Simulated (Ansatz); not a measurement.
## Relative stability

Two relaxed structures of Si₂H₇O (charge +1), closed shell (PBE0-D4/def2-TZVP; forces vanish, vibrations not checked).

A:

O1  (-1.530, 0.393, -0.713)
Si2  (0.265, 0.767, -0.394)
Si3  (0.997, -0.955, 1.026)
H4  (-1.823, -0.462, -1.062)
H5  (-2.135, 1.096, -0.997)
H6  (0.049, 2.124, 0.145)
H7  (0.793, 0.805, -1.775)
H8  (0.587, -2.215, 0.360)
H9  (0.330, -0.760, 2.332)
H10  (2.468, -0.794, 1.078)
(Å)

B:

```tsv
atom	x (Å)	y (Å)	z (Å)
O1	-1.3974	0.6087	-0.4497
Si2	0.0766	1.1891	-0.6625
Si3	1.0926	-1.0915	0.9949
H4	1.1237	-0.0405	-0.2174
H5	-1.9248	0.1836	-1.1321
H6	0.4358	2.1951	0.3414
H7	0.6046	1.2860	-2.0335
H8	0.4418	-2.2314	0.3274
H9	0.2971	-0.3989	2.0231
H10	2.5440	-1.1802	1.2309
```

Program: Ansatz 0.2.0. Basis: def2-TZVPP. Cores are frozen in the correlated methods. B3LYP uses VWN-RPA correlation.

Question: Which structure is lower at CCSD(T), and by how much? (To be estimated.)

Answer: The calculation gives: B, by 1.22 kcal/mol (electronic energy, against the other). By their contacts, A is Si₂H₇O ([OH2][SiH2][SiH3]), total charge +1 and B is Si₂H₇O ([OH][SiH2][H][SiH3]), total charge +1.

Question: Do the other methods give the same order? (A judgement: the text doesn't fix the answer.)

Answer: By the calculation: Not all: PBE-D4, PBE0-D4 give the other order.

```tsv
method	E(B) − E(A) (kcal/mol)
PBE-D4	0.38
r2SCAN-D4	-1.68
PBE0-D4	1.39
B3LYP-D4	-2.52
wB97M-V	-1.33
HF	-2.34
MP2	-2.76
CCSD	-1.24
CCSD(T)	-1.22
```

No T1 diagnostic of these runs exceeds 0.012.

Labels in which every atom is bracketed show which atoms are joined, not bond orders.

For scale, one of the runs: CCSD(T)/def2-TZVPP, 213 basis functions, launched by `ansatz run in.yaml --threads 2 --pin off --events-out ev --progress --plain --max-ram 4352MiB`. Hardware: 2 CPU threads of an Arm Neoverse V1, shared host. Wall time 58 s; peak host memory 2.8 GiB.
